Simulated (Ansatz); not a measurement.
Input file:

```yaml
crystal:
  periodic: [false, false, false]
  atoms:
    - {symbol: N, position_ang: [0.000000, -0.044346, 2.045710]}
    - {symbol: Ge, position_ang: [0.000000, 0.031018, 0.394534]}
    - {symbol: Si, position_ang: [0.000000, -0.108917, -1.969969]}
    - {symbol: H, position_ang: [0.000000, 1.415715, -1.969401]}
basis:
  gaussian: {orbitals: cc-pVTZ}
magnetization: {spin_polarized: true, initial_magnetization: 0}
correlation: {method: ccsd_t, electrons: outside_noble_gas}
```

```sh
$ ansatz run in.yaml --threads 2 --pin off --events-out ev --progress --plain --max-ram 24576MiB --backend cuda --devices 0, --max-vram 18GiB
```

(1) Roughly how long does this take on 2 threads of AMD EPYC 7R13 with a shared H100 80 GB, shared host, and how much host memory?

```
753 factors; integrals over basis functions are off by at most 1.4e-3 eV
mean field evaluation 1: about -65819.7842 eV, gradient 4.2e1 eV
mean field evaluation 2: about -65819.7909 eV, gradient 4.2e1 eV
mean field evaluation 4: about -65829.2909 eV, gradient 6.6e0 eV
mean field evaluation 8: about -65829.8820 eV, gradient 5.7e-1 eV
mean field evaluation 16: about -65829.9146 eV, gradient 5.0e-2 eV
mean field evaluation 32: about -65830.1779 eV, gradient 1.7e0 eV
mean field evaluation 64: about -65831.0450 eV, gradient 2.1e0 eV
mean field evaluation 96: about -65831.1430 eV, gradient 4.6e-2 eV
mean field evaluation 128: about -65831.1503 eV, gradient 2.4e-4 eV
mean field evaluation 160: about -65829.9053 eV, gradient 1.9e-1 eV
...
mean field evaluation 1504: about -65830.4453 eV, gradient 3.8e-4 eV
mean field evaluation 1536: about -65829.0833 eV, gradient 3.3e0 eV
mean field evaluation 1568: about -65831.1024 eV, gradient 4.8e-1 eV
mean field evaluation 1600: about -65829.7156 eV, gradient 5.7e-1 eV
mean field evaluation 1632: about -65830.4453 eV, gradient 1.6e-3 eV
mean field evaluation 1664: about -65830.2227 eV, gradient 1.8e0 eV
mean field evaluation 1696: about -65828.2096 eV, gradient 3.0e-2 eV
mean field evaluation 1728: about -65828.3615 eV, gradient 3.3e-3 eV
mean field evaluation 1760: about -65828.2320 eV, gradient 4.0e-4 eV
mean field -65831.15025281 eV, -2419.2501498345 hartree, gradient 5.1e-6 eV, S^2 1.388482; 31 other end points of the search recorded, 0 dependent functions left out
determinant -65831.15025281 eV, -2419.2501498345 hartree, with singles and doubles -65841.98357745 eV, -2419.6482671718 hartree
determinant -65830.44528200 eV, -2419.2242426352 hartree, with singles and doubles -65841.19578778 eV, -2419.6193164355 hartree
determinant -65829.76127030 eV, -2419.1991056688 hartree, with singles and doubles -65840.59013628 eV, -2419.5970591533 hartree
determinant -65829.49313077 eV, -2419.1892517229 hartree, with singles and doubles -65840.21601443 eV, -2419.5833104290 hartree
determinant -65828.73382792 eV, -2419.1613478577 hartree, with singles and doubles -65840.08079328 eV, -2419.5783411435 hartree
determinant -65828.37366907 eV, -2419.1481122641 hartree, with singles and doubles -65839.67900020 eV, -2419.5635755201 hartree
determinant -65828.36148445 eV, -2419.1476644876 hartree, with singles and doubles -65838.83778266 eV, -2419.5326613457 hartree
determinant -65828.23202177 eV, -2419.1429068220 hartree, with singles and doubles -65838.22499583 eV, -2419.5101418451 hartree
determinant -65828.20955127 eV, -2419.1420810461 hartree, with singles and doubles -65838.29402293 eV, -2419.5126785441 hartree
determinant -65827.85438367 eV, -2419.1290288776 hartree, with singles and doubles -65838.49158727 eV, -2419.5199388997 hartree
determinant -65827.83929674 eV, -2419.1284744432 hartree, with singles and doubles -65837.27048660 eV, -2419.4750642778 hartree
determinant -65831.14318037 eV, -2419.2498899272 hartree, with singles and doubles -65842.00418126 eV, -2419.6490243478 hartree
determinant -65831.15025281 eV, -2419.2501498345 hartree, with singles and doubles -65842.03715337 eV, -2419.6502360505 hartree
determinant -65831.14318037 eV, -2419.2498899272 hartree, with singles and doubles -65842.04205027 eV, -2419.6504160084 hartree
determinant -65829.91467781 eV, -2419.2047432907 hartree, with singles and doubles -65842.21334298 eV, -2419.6567108993 hartree
20 core orbitals not correlated: weight in the atoms' cores, before any rotation towards them, 0.990 or more for the frozen orbitals, at most 0.009 for the correlated occupied ones
reference -65831.14318037 eV, -2419.2498899272 hartree; 7, 7 occupied and 94, 94 virtual orbitals, 753 factors
second order -9.11254073 eV of doubles, -0.00000000 eV of singles
cycle   1  -10.89887030 eV  change   -4.1e-7 eV  update   2.8e-6
perturbative correction -0.76307434 eV, -0.0280424647 hartree
Total energy: -65842.80512502 eV, -2419.6784584881 hartree
```

Results:

(1) 27 s wall and 0.85 GiB.
